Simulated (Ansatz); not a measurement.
**Elastic constant C11 of antifluorite Mg2Sn at several levels of theory**

No measured value is used here.

| level (code) | value (GPa) | cell (Å³/atom) |
|---|---|---|
| LDA (Ansatz) | 81.3 | 24.65 |
| PBE (Ansatz) | 70.5 | 26.39 |
| PBEsol (Ansatz) | 76.2 | 25.58 |

LDA, PBE, PBEsol: the solid has no gap at this level, which affects its response. Each level is taken at its own relaxed cell. Ansatz's density-functional and Hartree–Fock values are scalar-relativistic unless marked +SOC, with PAW data made under PBE.

Ansatz is a quantum-chemistry and plane-wave program.
